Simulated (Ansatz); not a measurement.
## Rhombohedral A7 Sb

All values below come from PBEsol (plane waves, PAW; Ansatz, a program for electronic structure).

Numerical settings: plane-wave cutoff 500 eV, 12×12×12 k mesh, Fermi–Dirac smearing 0.05 eV, scalar-relativistic PAW data made under PBE.

Cell (relaxed at this level):

```yaml
crystal:
  lattice:
    - [3.89329, -2.16069, -0.02467]
    - [3.89329, 2.16069, -0.02467]
    - [2.71667, 0.00000, 3.52797]
  atoms:
    - { symbol: Sb, position: [0.23571, 0.23571, 0.23571] }
    - { symbol: Sb, position: [0.76429, 0.76429, 0.76429] }
```

For rhombohedral A7 Sb, the volume per atom comes out as 29.82 Å³/atom. The lattice parameter a comes out as 4.321 Å and the c axis length is 11.064 Å.

Measured, for comparison: lattice constant a 4.301 Å, lattice parameter c 11.232 Å (78 K, zero-point motion not removed; as tabulated in Schiferl, Barrett, J. Appl. Cryst. 2, 30 (1969), COD 9009654). Computed (rounded) less measured: lattice constant a +0.5 %, lattice parameter c -1.5 %.

Note: the cell comes from a level without a dispersion term, which matters for the spacing of layers, chains or molecules.

Spin–orbit coupling is not included.

Static lattice: no zero-point or thermal effects.

Cost on a shared machine: roughly 110 core-seconds.
